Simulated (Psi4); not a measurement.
**O2F (SMILES [O]OF): UMP2/def2-TZVP (sweep point 8)**

Aim: the vertical ionisation energy of O2F at UMP2/def2-TZVP (sweep point 8), from 2 runs. 

The results are computed with Psi4 1.11.

2 further runs of the same task are left out: 2 set aside as unsound or not needed.

### Step 1. The system as given

O2F: 3 atoms, total charge 0, spin state doublet. SMILES: `[O]OF`. The coordinates come from a GFN2-xTB relaxation.

Bond lengths: O1–O2 1.194 Å. A long bond or contact: O2–F3 1.563 Å.

### Step 2. A single-point energy at UMP2/def2-TZVP (sweep point 8)

The input, job.inp:

```
memory 1.6 GB

molecule m {
  0 2
  O      0.949760    -0.292600     0.491570
  O      0.124690     0.486900     0.122000
  F     -1.074440    -0.194290    -0.613560
  units angstrom
  symmetry c1
}

set reference uhf
set puream true
set scf_type pk
set num_frozen_docc 3
set mp2_type conv
set maxiter 150

e_tot, wfn = energy("mp2/def2-TZVP", return_wfn=True)
```

Launch:

```bash
psi4 job.inp job.out -n 1
```

job.out:

```text
[...]
  Running in c1 symmetry.
[...]
  Nuclear repulsion =   69.253937683562086
[...]
  Multiplicity = 2
[...]
  Nalpha       = 13
  Nbeta        = 12
[...]
    Number of basis functions: 93
[...]
   @UHF iter   1:  -248.85677697509536   -7.34969e-01   6.11831e-03 ADIIS/DIIS
[...]
   @UHF iter  23:  -249.00373356866135   -3.69482e-13   9.87476e-09 DIIS
[...]
   @S^2 Observed:                7.667753832E-01
[...]
    Orbital Energies [Eh]
    ---------------------
    Alpha Occupied:
       1A    -26.331428     2A    -20.850652     3A    -20.775492
       4A     -1.771534     5A     -1.564284     6A     -1.194854
       7A     -0.902244     8A     -0.825482     9A     -0.799598
      10A     -0.675691    11A     -0.650833    12A     -0.575433
      13A     -0.551127
    Alpha Virtual:
      14A      0.056792    15A      0.341387    16A      0.456456
      17A      0.492310    18A      0.526977    19A      0.574309
      20A      0.610301    21A      0.610650    22A      0.628019
      23A      0.757699    24A      0.760936    25A      0.808083
[...]
  @UHF Final Energy:  -249.00373356866135
   => Energetics <=
    Nuclear Repulsion Energy =             69.2539376835620857
    One-Electron Energy =                -482.6833603007766555
    Two-Electron Energy =                 164.4256890485532381
    Total Energy =                       -249.0037335686613460
  UHF NO Occupations:
  HONO-2 :   11  A 1.9974918
  HONO-1 :   12  A 1.9962487
[...]
 Multipole Moments:
 ------------------------------------------------------------------------------------
     Multipole            Electronic (a.u.)      Nuclear  (a.u.)        Total (a.u.)
 ------------------------------------------------------------------------------------
 L = 1.  Multiply by 2.5417464519 to convert [e a0] to [Debye]
 Dipole X            :         -0.4801760            1.1049693            0.6247933
 Dipole Y            :          0.0035952            0.1743288            0.1779240
 Dipole Z            :         -0.0000000            0.0000000           -0.0000000
 Magnitude           :                                                    0.6496334
[...]
	SCS-MP2 Total Energy (a.u.)        :  -249.70582285218552
	SOS-MP2 Total Energy (a.u.)        :  -249.64256168237898
	SCSN-MP2 Total Energy (a.u.)       :  -249.33775254523991
[...]
	SOS-PI-MP2 Total Energy (a.u.)     :  -249.74903303466525
[...]
	MP2 Total Energy (a.u.)            :  -249.72587383951233
[...]
```

Run time: 14 s. Hardware: 1 thread of AMD EPYC 7R43 (Zen 3), shared host; peak memory 0.5 GiB.

### Step 3. The singlet cation, same level

The input, calc.in:

```
memory 1.6 GB

molecule geom {
  1 1
  O      0.949760    -0.292600     0.491570
  O      0.124690     0.486900     0.122000
  F     -1.074440    -0.194290    -0.613560
  symmetry c1
}

set {
  basis def2-TZVP
  puream true
  scf_type pk
  num_frozen_docc 3
  mp2_type conv
}

energy("mp2")
```

Launch:

```bash
psi4 calc.in calc.out -n 1
```

calc.out:

```text
[...]
  Running in c1 symmetry.
[...]
  Nuclear repulsion =   69.253937683562086
[...]
  Multiplicity = 1
[...]
  Nalpha       = 12
  Nbeta        = 12
[...]
    Number of basis functions: 93
[...]
   @RHF iter   1:  -248.16657151449363   -4.47632e-02   8.74746e-03 ADIIS/DIIS
[...]
   @RHF iter  17:  -248.51488109901288   -3.55271e-12   4.76899e-09 DIIS
[...]
    Orbital Energies [Eh]
    ---------------------
    Doubly Occupied:
       1A    -26.761446     2A    -21.275161     3A    -21.218681
       4A     -2.141084     5A     -1.937156     6A     -1.526844
       7A     -1.197632     8A     -1.193985     9A     -1.130036
      10A     -1.040859    11A     -1.024450    12A     -0.916279
[...]
  @RHF Final Energy:  -248.51488109901288
   => Energetics <=
    Nuclear Repulsion Energy =             69.2539376835620857
    One-Electron Energy =                -472.8104147331916920
    Two-Electron Energy =                 155.0415959506167383
    Total Energy =                       -248.5148810990128823
[...]
 Multipole Moments:
 ------------------------------------------------------------------------------------
     Multipole            Electronic (a.u.)      Nuclear  (a.u.)        Total (a.u.)
 ------------------------------------------------------------------------------------
 L = 1.  Multiply by 2.5417464519 to convert [e a0] to [Debye]
 Dipole X            :         -0.4037909            1.1049693            0.7011784
 Dipole Y            :         -0.1219420            0.1743288            0.0523868
 Dipole Z            :         -0.0000000            0.0000000           -0.0000000
 Magnitude           :                                                    0.7031327
[...]
	SCS-MP2 Total Energy (a.u.)        :  -249.25218745611735
	SOS-MP2 Total Energy (a.u.)        :  -249.18850801927206
	SCSN-MP2 Total Energy (a.u.)       :  -248.85110852555596
[...]
	SOS-PI-MP2 Total Energy (a.u.)     :  -249.30077917264862
[...]
	MP2 Total Energy (a.u.)            :  -249.26727517643138
[...]
```

Run time: 11 s. Hardware: 1 thread of AMD EPYC 7R43 (Zen 3), shared host; peak memory 0.49 GiB.

### Step 4. Outcome

Level: UMP2/def2-TZVP (sweep point 8), 3 core orbitals frozen.

| quantity | value |
| --- | --- |
| doublet O2F: total energy | -249.72587 Eh |
| doublet O2F: HOMO energy (Hartree–Fock orbitals) (highest over α and β) | -14.07 eV |
| doublet O2F: LUMO energy (Hartree–Fock orbitals) (lowest over α and β) | 1.55 eV |
| doublet O2F: correlation energy (3 core orbitals frozen) | -722.1 mEh |
| doublet O2F: ⟨S²⟩ of the reference determinant | 0.767 |
| singlet cation: total energy | -249.26728 Eh |
| singlet cation: HOMO energy (Hartree–Fock orbitals) | -24.93 eV |
| singlet cation: LUMO energy (Hartree–Fock orbitals) | -10.46 eV |
| singlet cation: HOMO–LUMO gap (Hartree–Fock orbitals) | 14.47 eV |
| singlet cation: correlation energy (3 core orbitals frozen) | -752.4 mEh |
| vertical ionisation energy (to the singlet cation) | 12.479 eV |

In words: The vertical ionisation energy comes to 12.48 eV (1204 kJ/mol). Only the singlet of the ionised species was computed; a triplet could lie lower.
